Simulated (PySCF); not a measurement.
**One shape, several levels: CH5B (BH2Me)**

Aim: a comparison of 6 runs (B2PLYP/STO-3G, M06-2X/STO-3G, PBE/STO-3G, SVWN5/STO-3G, CCSDTQ/STO-3G, NEVPT2(2,2)/STO-3G) of CH5B (BH2Me). 

The calculation is run with PySCF 2.14.0.

## Step 1: The molecule

The species is CH5B (7 atoms), meant as a singlet with charge 0. As SMILES, `[H]B([H])C`. The coordinates come from a GFN2-xTB relaxation.

Bond lengths: B1–C4 1.565 Å, B1–H2 1.170 Å, B1–H3 1.170 Å, C4–H5 1.093 Å, C4–H6 1.087 Å, C4–H7 1.088 Å. Angles: B1–C4–H5 107.0°, B1–C4–H6 114.5°, B1–C4–H7 113.9°, H2–B1–C4 120.0°, H3–B1–C4 120.6°, H5–C4–H6 106.4°, H5–C4–H7 105.8°, H6–C4–H7 108.6°, H2–B1–H3 119.4°.

## Step 2: A single-point energy at B2PLYP/STO-3G (run 1)

calc.py

```python
from pyscf import gto, dft, mp

system = gto.M(
    atom=[
    ('B', (0.444840, 0.781100, 0.006260)),
    ('H', (1.614940, 0.782320, 0.008990)),
    ('H', (-0.129680, 1.798100, -0.061390)),
    ('C', (-0.337160, -0.573970, 0.039720)),
    ('H', (-0.405600, -0.929380, -0.991140)),
    ('H', (-1.358290, -0.496260, 0.405500)),
    ('H', (0.170950, -1.361910, 0.592050)),
],
    basis='sto-3g',
    charge=0,
    verbose=4,
    spin=0,
    max_memory=1860,
)

myscf = dft.RKS(system)
myscf.xc = '0.53*HF + 0.47*B88, 0.73*LYP'
myscf.grids.level = 5
myscf.conv_tol = 1e-10
myscf.kernel()
if not myscf.converged:
    myscf = myscf.newton().run(myscf.mo_coeff, myscf.mo_occ)

pt = mp.MP2(myscf, frozen=2).run()
e_tot = myscf.e_tot + 0.27 * pt.e_corr
print('PT2 part  %.8f' % (0.27 * pt.e_corr))
print('Final energy', e_tot)
```

On the command line:

```sh
$ OMP_NUM_THREADS=1 python calc.py
```

Standard output:

```text
PySCF version 2.14.0

[... 73 lines left out ...]
converged SCF energy = -64.989501049273
[... 1 line left out ...]
******** <class 'pyscf.mp.mp2.RMP2'> ********
nocc = 6, nmo = 13
frozen orbitals 2
E(RMP2) = -65.0957707396306  E_corr = -0.106269690357606
E(SCS-RMP2) = -65.1095619580184  E_corr = -0.120060908745403
E_corr(same-spin) = -0.00861083040429715
E_corr(oppo-spin) = -0.0976588599533085
PT2 part  -0.02869282
Final energy -65.01819386566953
```

Wall time 2.4 s (1 thread of Intel Xeon Platinum 8375C at 2.90GHz (Ice Lake), shared host); peak memory 0.19 GiB.

## Step 3: A single-point energy at M06-2X/STO-3G (run 2)

calc.py

```python
# BH2Me
from pyscf import gto, dft

molecule = gto.M(
    atom=[
    ('B', (0.444840, 0.781100, 0.006260)),
    ('H', (1.614940, 0.782320, 0.008990)),
    ('H', (-0.129680, 1.798100, -0.061390)),
    ('C', (-0.337160, -0.573970, 0.039720)),
    ('H', (-0.405600, -0.929380, -0.991140)),
    ('H', (-1.358290, -0.496260, 0.405500)),
    ('H', (0.170950, -1.361910, 0.592050)),
],
    basis='sto-3g',
    verbose=3,
    max_memory=1860,
    spin=0,
)

calc0 = dft.RKS(molecule, xc='m06-2x')
calc0.conv_tol = 1e-10
calc0.grids.level = 5
calc0.kernel()
if not calc0.converged:
    calc0 = calc0.newton().run(calc0.mo_coeff, calc0.mo_occ)

e_final = calc0.e_tot
print(f'total energy: {e_final:.8f} hartree')
```

On the command line:

```sh
$ OMP_NUM_THREADS=1 python calc.py
```

Standard output:

```text
converged SCF energy = -65.1414478067051
total energy: -65.14144781 hartree
```

Wall time 3.3 s (1 thread of Intel Xeon Platinum 8375C at 2.90GHz (Ice Lake), shared host); peak memory 0.19 GiB.

Run 3 isn't shown in full; the table further down has it.

## Step 4: A single-point energy at SVWN5/STO-3G (run 4)

input.py

```python
# BH2Me
from pyscf import gto, dft

mol = gto.Mole()
mol.atom = '''
B    0.444840   0.781100   0.006260
H    1.614940   0.782320   0.008990
H   -0.129680   1.798100  -0.061390
C   -0.337160  -0.573970   0.039720
H   -0.405600  -0.929380  -0.991140
H   -1.358290  -0.496260   0.405500
H    0.170950  -1.361910   0.592050
'''
mol.basis = 'sto-3g'
mol.verbose = 4
mol.max_memory = 1860
mol.charge = 0
mol.build()

ks = dft.RKS(mol, xc='svwn')
ks.conv_tol = 1e-10
ks.grids.level = 5
ks.kernel()
if not ks.converged:
    ks = ks.newton().run(ks.mo_coeff, ks.mo_occ)

e_tot = ks.e_tot
print('E = %.10f Eh' % e_tot)
```

On the command line:

```sh
$ OMP_NUM_THREADS=1 python input.py
```

Standard output:

```text
PySCF version 2.14.0

[... 73 lines left out ...]
converged SCF energy = -64.4365177678092
E = -64.4365177678 Eh
```

It took 2 s on 1 thread of Intel Xeon Platinum 8375C at 2.90GHz (Ice Lake), shared host; peak memory 0.14 GiB.

Run 5 isn't shown in full; the table further down has it.

## Step 5: A single-point energy at NEVPT2(2,2)/STO-3G (run 6)

calc.py

```python
import numpy
from pyscf import gto, scf, mp, mcscf, mrpt

molecule = gto.M(
    atom=[
    ('B', (0.444840, 0.781100, 0.006260)),
    ('H', (1.614940, 0.782320, 0.008990)),
    ('H', (-0.129680, 1.798100, -0.061390)),
    ('C', (-0.337160, -0.573970, 0.039720)),
    ('H', (-0.405600, -0.929380, -0.991140)),
    ('H', (-1.358290, -0.496260, 0.405500)),
    ('H', (0.170950, -1.361910, 0.592050)),
],
    max_memory=1860,
    basis='sto-3g',
    verbose=3,
)

mf = scf.RHF(molecule)
mf.conv_tol = 1e-10
mf.kernel()
if not mf.converged:
    mf = mf.newton().run(mf.mo_coeff, mf.mo_occ)

pt = mp.MP2(scf.addons.convert_to_uhf(mf)).run()
noons, natorbs = mcscf.addons.make_natural_orbitals(pt)
print('natural occupations', numpy.round(noons[:40], 4))
cas = mcscf.CASSCF(mf, 2, 2)
cas.fix_spin_(ss=0.0)
cas.natorb = True
cas.kernel(natorbs)
e_pt2 = mrpt.NEVPT(cas).kernel()
energy = cas.e_tot + e_pt2
print('E(%s) = %.9f' % ('NEVPT2', energy))
```

On the command line:

```sh
$ OMP_NUM_THREADS=1 python calc.py
```

Standard output:

```text
converged SCF energy = -64.6674269442918
E(UMP2) = -64.7535772045364  E_corr = -0.0861502602445725
E(SCS-UMP2) = -64.7648926864221  E_corr = -0.097465742130306
natural occupations [2.     1.9999 1.992  1.9901 1.99   1.9876 1.9868 1.9861 0.012  0.0117
 0.0114 0.0102 0.0087 0.0085 0.005 ]
CASSCF energy = -64.6830530365037
CASCI E = -64.6830530365037  E(CI) = -1.79369204240105  S^2 = 0.0000000
Sr    (-1)',   E = 0.00000000000013
Si    (+1)',   E = -0.00000000000000
Sijrs (0)  ,   E = -0.06267689877165
Sijr  (+1) ,   E = -0.00122416801361
Srsi  (-1) ,   E = -0.00385717457073
Srs   (-2) ,   E = -0.00038611626163
Sij   (+2) ,   E = -0.00039240689718
Sir   (0)' ,   E = -0.00664254565173
Nevpt2 Energy = -0.075179310166396
E(NEVPT2) = -64.758232347
```

Run time: 0.9 s. Hardware: 1 thread of Intel Xeon Platinum 8375C at 2.90GHz (Ice Lake), shared host; peak memory 0.12 GiB.

## Step 6: Overview of the runs

```
run               level  frozen core orbitals  integration grid  energy (Eh)  dipole moment (D) of the reference  HOMO energy (eV)  LUMO energy (eV)  wall time
  1       B2PLYP/STO-3G                     2                 5   -65.018194                                0.43             -9.46              3.58      2.4 s
  2       M06-2X/STO-3G                     –                 5   -65.141448                                0.44             -9.46              2.80      3.3 s
  3          PBE/STO-3G                     –                 5   -65.035279                                0.62             -6.46              0.26      2.2 s
  4        SVWN5/STO-3G                     –                 5   -64.436518                                0.68             -6.19              0.16        2 s
  5       CCSDTQ/STO-3G                     2                 –   -64.784879                                0.33            -11.73              6.90       31 s
  6  NEVPT2(2,2)/STO-3G                     –                 –   -64.758232                                0.33            -11.73              6.90      0.9 s
```

## Step 7: Outcome

```
                                    quantity         value
                         run 6: total energy  -64.75823 Eh
 run 6: dipole moment (Hartree–Fock density)        0.33 D
  run 6: HOMO energy (Hartree–Fock orbitals)     -11.73 eV
  run 6: LUMO energy (Hartree–Fock orbitals)       6.90 eV
run 6: HOMO–LUMO gap (Hartree–Fock orbitals)      18.63 eV
```

In words: Over runs 1, 2, 3, 4 the dipole moment (its size) runs from 0.43 D (B2PLYP/STO-3G) to 0.68 D (SVWN5/STO-3G). A double hybrid's value is that of its SCF part. Over runs 1, 2, 3, 4 the HOMO–LUMO gap runs from 6.35 eV (SVWN5/STO-3G) to 13.03 eV (B2PLYP/STO-3G). Totals of different functionals can't be ranked against each other. In runs 1, 2, 3, 4, 5, 6 the basis is minimal, so the values are rough. All runs together took 42 s, the longest 31 s.
